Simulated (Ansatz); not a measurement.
For hcp Lu, r²SCAN+rVV10 in Ansatz (PAW) gives:

```
Quantity               Value
-------------------  -------
lattice constant a   3.483 Å
lattice parameter c  5.436 Å
```

Question: What does PBE0 (Ansatz, a quantum-chemistry and plane-wave program, PAW) give for the same quantities?

Answer: 
- lattice constant a: 3.555 Å (rises by 2.1 %)
- lattice parameter c: 5.552 Å (goes up by 2.1 %)

For comparison: lattice constant a 3.505 Å (measured, 293 K, no zero-point or thermal correction; as tabulated in Wikipedia's data pages); lattice parameter c 5.549 Å (measured, 293 K, not corrected to a static lattice, sources range from 5.549 to 5.563; as tabulated in Wikipedia's data pages).

Changes are worked out from the printed values.

Unless a cell is named, each level is at its own relaxed cell (r²SCAN+rVV10 28.56, PBE0 30.39 Å³/atom).

Levels without +SOC leave out spin–orbit coupling, which shifts energies and cells of such heavy elements.

Ansatz's density-functional and Hartree–Fock values are scalar-relativistic unless marked +SOC, with PAW data made under PBE.
